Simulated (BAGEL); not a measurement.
# A workflow on CH2AlN (SMILES N#[C][AlH2])

Wanted: the energy (HF/6-31G*), then the energy (NEVPT2(2,2)/6-31G*), then the energy (CASPT2(2,2)/6-31G*) of CH2AlN. 

The calculation is run with BAGEL 1.2.2.

1 further run of the same task is left out (set aside as unsound or not needed).

### Step 1. The system as given

CH2AlN: 5 atoms, total charge 0, spin state singlet. As SMILES, `N#[C][AlH2]`. The Al3–H4 distance was set to 2.516 Å, away from the relaxed value. At this shape a bond of the SMILES string is far longer than usual.

Bond lengths: N1–C2 1.154 Å, C2–Al3 1.938 Å, Al3–H5 1.572 Å. Angles: N1–C2–Al3 180.0°, C2–Al3–H5 117.0°.

### Step 2. A single-point energy at HF/6-31G(d) (density fitting with svp-jkfit, spherical functions) (run 1)

input.json reads:

```json
{ "bagel" : [

{
  "title" : "molecule",
  "basis" : "6-31gs.json",
  "df_basis" : "svp-jkfit",
  "angstrom" : true,
  "geometry" : [
    { "atom" : "N", "xyz" : [       2.115791,      -0.918265,       1.805555 ] },
    { "atom" : "C", "xyz" : [       1.447691,      -0.270265,       1.123155 ] },
    { "atom" : "Al", "xyz" : [       0.326291,       0.817735,      -0.023245 ] },
    { "atom" : "H", "xyz" : [      -1.629700,      -0.322900,      -1.120200 ] },
    { "atom" : "H", "xyz" : [       0.723791,       2.330935,      -0.181245 ] }
  ]
},

{
  "title" : "hf"
},

{
  "title" : "print",
  "file" : "orbitals.molden",
  "orbitals" : true
}

]}
```

The basis set 6-31G* is read from a file made from the Basis Set Exchange's data (not shown).

Command:

```sh
$ BAGEL_NUM_THREADS=1 BAGEL input.json > input.out
```

The program printed:

```text
* using 1 threads per process

  ===============================================================
  ===============================================================

  *** Geometry ***

  { "atom" : "N", "xyz" : [      3.998266,     -1.735269,      3.412004 ] },
  { "atom" : "C", "xyz" : [      2.735740,     -0.510727,      2.122455 ] },
  { "atom" : "Al", "xyz" : [      0.616601,      1.545295,     -0.043927 ] },
  { "atom" : "H", "xyz" : [     -3.079687,     -0.610193,     -2.116871 ] },
  { "atom" : "H", "xyz" : [      1.367767,      4.404829,     -0.342503 ] },

  Number of auxiliary basis functions:      316

  Since a DF basis is specified, we compute 2- and 3-index integrals:
    o Being stored without compression. Storage requirement is 0.006 GB

  Number of basis functions:       50
  Number of electrons      :       28

    * METHOD: MOLECULE                             0.08

  *** RHF ***

  === Nuclear Repulsion ===
    66.9636305064

      * DIIS with orbital gradients will be used.

  === RHF iteration (6-31gs.json) ===
      0       -335.12384618          0.02780508           0.01
      1       -335.18795511          0.02512952           0.01
      2       -335.28082494          0.00264798           0.01
[... 10 lines of this table left out ...]
     13       -335.28322876          0.00000000           0.01
    * SCF iteration converged.

    * Permanent dipole moment:
           (    0.217980,    -1.079477,     0.480270) a.u.

    * METHOD: HF                                   0.28

    * METHOD: PRINT                                0.01

  ===============================================================
```

Run time: 0.5 s. Hardware: 1 thread of Arm Neoverse V1, shared host; peak memory 0.14 GiB.

### Step 3. A single-point energy at NEVPT2(2,2)/6-31G(d) (density fitting with svp-jkfit, spherical functions) (run 2)

input.json reads:

```json
{ "bagel": [

{
  "title": "molecule",
  "basis": "6-31gs.json",
  "df_basis": "svp-jkfit",
  "angstrom": true,
  "geometry": [
    { "atom": "N", "xyz": [    2.115791,   -0.918265,    1.805555 ] },
    { "atom": "C", "xyz": [    1.447691,   -0.270265,    1.123155 ] },
    { "atom": "Al", "xyz": [    0.326291,    0.817735,   -0.023245 ] },
    { "atom": "H", "xyz": [   -1.629700,   -0.322900,   -1.120200 ] },
    { "atom": "H", "xyz": [    0.723791,    2.330935,   -0.181245 ] }
  ]
},
{
  "title": "hf"
},
{
  "title": "nevpt2",
  "nstate": 1,
  "nact": 2,
  "nclosed": 13,
  "active": [14, 16],
  "maxiter": 200,
  "natocc": true,
  "ncore": 7
},
{
  "title": "print",
  "file": "orbitals.molden",
  "orbitals": true
}

]}
```

The basis set 6-31G* is read from a file made from the Basis Set Exchange's data (not shown).

Command:

```sh
$ BAGEL_NUM_THREADS=1 BAGEL input.json > input.out
```

The program printed:

```text
* using 1 threads per process

  ===============================================================
  ===============================================================

  *** Geometry ***

[... 29 lines left out ...]
    * SCF iteration converged.
[... 1 line left out ...]
    * Permanent dipole moment:
[... 28 lines left out ...]
    * Second-order optimization converged. *
[... 9 lines left out ...]
     * ci vector, state   0, <S^2> = 0.0000
       2.     0.9597533570
       .2    -0.2808442518

  === DF-NEVPT2 calculation ===

    * 3-index integral transformation done
    * assembly done

      NEVPT2 correlation energy:   -0.3094300090      0.03

          (+0)     -0.2953455265
          (+0)'    -0.0017536518
          (+1)     -0.0044854342
          (+1)'    -0.0000000000
          (+2)     -0.0001254995
          (-1)     -0.0066934568
          (-1)'     0.0000000000
          (-2)     -0.0010264402

      NEVPT2 total energy:       -335.6301969649

    * METHOD: NEVPT2                               0.87

    * METHOD: PRINT                                0.01

  ===============================================================
```

It took 1.4 s on 1 thread of Arm Neoverse V1, shared host; peak memory 0.14 GiB.

### Step 4. A single-point energy at CASPT2(2,2)/6-31G(d) (density fitting with svp-jkfit, spherical functions) (run 3)

input.json reads:

```json
{ "bagel": [

{
  "title": "molecule",
  "basis": "6-31gs.json",
  "df_basis": "svp-jkfit",
  "angstrom": "true",
  "geometry": [
    { "atom": "N", "xyz": [       2.115791,      -0.918265,       1.805555 ] },
    { "atom": "C", "xyz": [       1.447691,      -0.270265,       1.123155 ] },
    { "atom": "Al", "xyz": [       0.326291,       0.817735,      -0.023245 ] },
    { "atom": "H", "xyz": [      -1.629700,      -0.322900,      -1.120200 ] },
    { "atom": "H", "xyz": [       0.723791,       2.330935,      -0.181245 ] }
  ]
},

{
  "title": "hf"
},

{
  "title": "casscf",
  "nstate": 1,
  "nact": 2,
  "nclosed": 13,
  "active": [14, 16],
  "maxiter": 200,
  "natocc": "true"
},

{
  "title": "print",
  "file": "orbitals.molden",
  "orbitals": "true"
},

{
  "title": "smith",
  "method": "caspt2",
  "ms": "true",
  "xms": "true",
  "sssr": "true",
  "shift": 0.2,
  "shift_imag": "true",
  "ncore": 7
}

]}
```

The basis set 6-31G* is read from a file made from the Basis Set Exchange's data (not shown).

Command:

```sh
$ BAGEL_NUM_THREADS=1 BAGEL input.json > input.out
```

The program printed:

```text
* using 1 threads per process

  ===============================================================
  ===============================================================

  *** Geometry ***

[... 31 lines left out ...]
    * Permanent dipole moment:
[... 37 lines left out ...]
     * ci vector, state   0, <S^2> = 0.0000
[... 21 lines left out ...]
       #      aibj      arbs      arbi      airj      risj      airs      arst      rist         Etot      error   time
[... 8 lines left out ...]
      ------------------------------------------------------------------------------------------------------------------

    * CASPT2 energy : state  0     -335.6320861338
        w/o shift correction       -335.6296009532
        reference weight              0.8892572342

    * METHOD: SMITH                                0.12

  ===============================================================
```

It took 1.4 s on 1 thread of Arm Neoverse V1, shared host; peak memory 0.14 GiB.

### Step 5. What came out

```
                               quantity          value
         run 1, HF/6-31G*: total energy  -335.28323 Eh
        run 1, HF/6-31G*: dipole moment         3.05 D
          run 1, HF/6-31G*: HOMO energy       -9.97 eV
          run 1, HF/6-31G*: LUMO energy       -0.10 eV
        run 1, HF/6-31G*: HOMO–LUMO gap        9.86 eV
run 2, NEVPT2(2,2)/6-31G*: total energy  -335.63020 Eh
run 3, CASPT2(2,2)/6-31G*: total energy  -335.63209 Eh
```
